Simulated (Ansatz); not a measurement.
# BNH4 (SMILES BN): B2PLYP/def2-TZVPP

Aim: the vertical ionisation energy of BNH4 at B2PLYP/def2-TZVPP, from 2 runs. 

Program for the calculation: Ansatz 0.2.0.

56 further runs of the same task are left out: 56 set aside as unsound or not needed.

## Step 1: Starting point

BNH4 has 6 atoms, charge 0, and is taken as a singlet. As SMILES, `BN`. The shape is that of a PBE0-D4/def2-TZVP optimisation.

Bond lengths: B1–N2 1.385 Å, B1–H3 1.197 Å, B1–H4 1.197 Å, N2–H5 1.006 Å, N2–H6 1.006 Å. Angles: B1–N2–H5 123.2°, B1–N2–H6 123.2°, N2–B1–H3 119.0°, N2–B1–H4 119.0°, H5–N2–H6 113.5°, H3–B1–H4 122.0°.

## Step 2: A single-point energy at B2PLYP/def2-TZVPP

job.yaml

```yaml
basis:
  gaussian: {orbitals: def2-TZVPP}
crystal:
  periodic: [false, false, false]
  atoms:
    - {symbol: B, position_ang: [-0.128200, -0.679600, -0.025600]}
    - {symbol: N, position_ang: [0.146100, 0.677400, 0.010800]}
    - {symbol: H, position_ang: [0.225800, -1.368000, 0.887500]}
    - {symbol: H, position_ang: [-0.712000, -1.128700, -0.969200]}
    - {symbol: H, position_ang: [-0.121600, 1.313700, -0.720800]}
    - {symbol: H, position_ang: [0.632000, 1.121400, 0.771300]}
total_charge: 0
hamiltonian: {xc: {name: B2PLYP}}
correlation: {frozen_orbitals: {B: 1, H: 0, "N": 1}}
accuracy: high
output: {orbitals: {seedname: orbitals}}
```

Command:

```console
$ ansatz run job.yaml --threads 1 --pin off --max-ram 3480MiB --events-out events.jsonl --progress --plain --runs-dir runs
```

Standard output:

```text
Warning: RAYON_NUM_THREADS=1 ignored (pool sized by the plan → 1); use --threads N
Functional definition: B2PLYP
  name "B2PLYP"
  parameter a = 0.53
  parameter c = 0.27
  exchange = (1 - a)*b88_x + a*exact_x
  correlation = (1 - c)*lyp_c + c*(mp2_os + mp2_ss)
2045 factors; integrals over basis functions are off by at most 3.0e-9 eV
mean field evaluation 1: about -2224.6323 eV, gradient 4.4e1 eV
mean field evaluation 2: about -2224.6326 eV, gradient 4.4e1 eV
mean field evaluation 4: about -2228.3609 eV, gradient 3.6e0 eV
mean field evaluation 8: about -2228.3910 eV, gradient 8.1e-3 eV
mean field evaluation 16: about -2228.3910 eV, gradient 1.2e-7 eV
mean field -2228.39095907 eV, -81.8918572881 hartree, gradient 1.2e-8 eV, S^2 0.000000; 0 other end points of the search recorded, 0 dependent functions left out
2 core orbitals not correlated: weight in the atoms' cores, before any rotation towards them, 1.000 or more for the frozen orbitals, at most 0.000 for the correlated occupied ones
reference -2228.39098124 eV, -81.8918581030 hartree; 6, 6 occupied and 110, 110 virtual orbitals, 2045 factors
second order -10.72597636 eV of doubles, -0.00000000 eV of singles
Total energy: -2231.28699486 eV, -81.9982846405 hartree
```

Wall time 8.7 s (1 thread of Arm Neoverse V1, shared host); peak memory 0.3 GiB.

## Step 3: The doublet cation at the same level

input.yaml

```yaml
crystal:
  periodic: [false, false, false]
  atoms:
    - {symbol: B, position_ang: [-0.128200, -0.679600, -0.025600]}
    - {symbol: "N", position_ang: [0.146100, 0.677400, 0.010800]}
    - {symbol: H, position_ang: [0.225800, -1.368000, 0.887500]}
    - {symbol: H, position_ang: [-0.712000, -1.128700, -0.969200]}
    - {symbol: H, position_ang: [-0.121600, 1.313700, -0.720800]}
    - {symbol: H, position_ang: [0.632000, 1.121400, 0.771300]}
basis:
  gaussian:
    orbitals: def2-TZVPP
total_charge: 1
magnetization:
  spin_polarized: true
  initial_magnetization: 1
hamiltonian:
  xc: {name: B2PLYP}
correlation:
  frozen_orbitals: {B: 1, H: 0, "N": 1}
accuracy: high
output: {orbitals: {seedname: orbitals}}
```

Command:

```console
$ ansatz run input.yaml --threads 1 --pin off --max-ram 3480MiB --events-out events.jsonl --progress --plain --runs-dir runs
```

Standard output:

```text
Warning: RAYON_NUM_THREADS=1 ignored (pool sized by the plan → 1); use --threads N
[... 6 set-up lines as earlier in the session ...]
2045 factors; integrals over basis functions are off by at most 3.0e-9 eV
mean field evaluation 1: about -2205.6837 eV, gradient 5.5e1 eV
mean field evaluation 2: about -2205.6847 eV, gradient 5.5e1 eV
mean field evaluation 4: about -2215.6014 eV, gradient 1.4e1 eV
mean field evaluation 8: about -2216.6766 eV, gradient 2.5e-1 eV
mean field evaluation 16: about -2216.6781 eV, gradient 6.0e-4 eV
mean field evaluation 32: about -2217.6558 eV, gradient 5.2e-8 eV
mean field -2217.65583950 eV, -81.4973489206 hartree, gradient 2.8e-8 eV, S^2 0.754249; 4 other end points of the search recorded, 0 dependent functions left out
2 core orbitals not correlated: weight in the atoms' cores, before any rotation towards them, 1.000 or more for the frozen orbitals, at most 0.000 for the correlated occupied ones
reference -2217.65586142 eV, -81.4973497259 hartree; 6, 5 occupied and 110, 111 virtual orbitals, 2045 factors
second order -8.50785707 eV of doubles, -0.00000000 eV of singles
Total energy: -2219.95298282 eV, -81.5817673806 hartree
```

Run time: 17 s. Hardware: 1 thread of Arm Neoverse V1, shared host; peak memory 0.42 GiB.

## Step 4: Summary of results

Level: B2PLYP/def2-TZVPP, 2 core orbitals frozen.

| quantity | value |
| --- | --- |
| singlet BNH4: total energy | -81.99828 Eh |
| singlet BNH4: HOMO energy (SCF part's orbitals) | -9.88 eV |
| singlet BNH4: LUMO energy (SCF part's orbitals) | 1.44 eV |
| singlet BNH4: HOMO–LUMO gap (SCF part's orbitals) | 11.32 eV |
| doublet cation: total energy | -81.58177 Eh |
| doublet cation: HOMO energy (SCF part's orbitals) (highest over α and β) | -17.47 eV |
| doublet cation: LUMO energy (SCF part's orbitals) (lowest over α and β) | -11.78 eV |
| doublet cation: ⟨S²⟩ | 0.754 |
| vertical ionisation energy (to the doublet cation) | 11.334 eV |

**Reading.** Removing an electron at fixed nuclei costs 11.33 eV (1094 kJ/mol). −ε(HOMO) before ionisation, 9.88 eV, is 1.45 eV below this ionisation energy.
